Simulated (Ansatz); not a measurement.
## H2O ··· SO2

The pair of H2O (SMILES O, atoms 1–3) and SO2 (SMILES O=S=O, atoms 4–6), both closed shells, in one local arrangement (a lower one may exist), relaxed at PBE0-D4/def2-TZVP:

| atom | x (Å) | y (Å) | z (Å) |
| --- | --- | --- | --- |
| O1 | -0.0172 | 0.2889 | -1.3096 |
| H2 | -0.5526 | -0.4768 | -1.5370 |
| H3 | 0.8952 | 0.0204 | -1.4509 |
| O4 | -1.1926 | -0.5715 | 1.4082 |
| S5 | -0.2595 | 0.5147 | 1.3328 |
| O6 | 1.1267 | 0.2244 | 1.5567 |

Program: Ansatz 0.2.0. Basis: def2-TZVPPD, with def2-QZVPPD for the basis limit. Cores are frozen in the correlated methods. B3LYP uses VWN-RPA correlation. Extrapolation: Hartree–Fock as exp(−7.88 √X), correlation as X^−2.97. Interaction energies count from these two fragments, frozen as in the pair, with the counterpoise correction; negative means bound.

Task: What is the interaction energy by CCSD(T) at an estimated basis limit (MP2 extrapolated from triple and quadruple zeta, plus CCSD(T) − MP2 in triple zeta)? (An estimate is asked for; the value comes from the calculation.)

Result: Computed: -16.9 kJ/mol. Hartree–Fock alone gives -13.3 kJ/mol at the basis limit. It counts from the two fragments frozen as in the pair.

The same quantity by other methods in triple zeta, and each one's difference from that estimate:
```
   method  E_int (kJ/mol)  difference
   PBE-D4           -20.5        -3.6
revPBE-D4           -18.3        -1.4
  BLYP-D4           -18.3        -1.4
r2SCAN-D4           -22.2        -5.3
   B97M-V           -20.1        -3.2
  PBE0-D4           -21.2        -4.3
 B3LYP-D4           -20.0        -3.1
 HSE06-D4           -21.0        -4.1
  wB97X-V           -19.8        -2.9
  wB97M-V           -20.3        -3.5
   B2PLYP           -13.4         3.5
       HF           -13.0         3.9
      MP2           -12.9         4.0
     CCSD           -13.5         3.3
  CCSD(T)           -13.6         3.3
```
Differences are method less estimate.

Task: Which atoms make the shortest contact between the fragments?

Result: O1 and S5, 2.66 Å apart.

Basis-set superposition shift (counterpoise-corrected less uncorrected): CCSD(T) 2.5; MP2 2.5; HF 0.2; PBE0-D4 0.3; wB97M-V 0.3 kJ/mol.

No T1 diagnostic of these runs exceeds 0.022. The restricted Hartree–Fock reference is unstable towards an unrestricted one at one or more of these structures.

For scale, one of the runs: CCSD(T)/def2-TZVPPD, 205 basis functions, launched by `ansatz run in.yaml --threads 4 --pin off --events-out ev --progress --plain --max-ram 9574MiB`. Hardware: 4 CPU threads of an Arm Neoverse V2, shared host. Wall time 45 s; peak host memory 2.8 GiB.
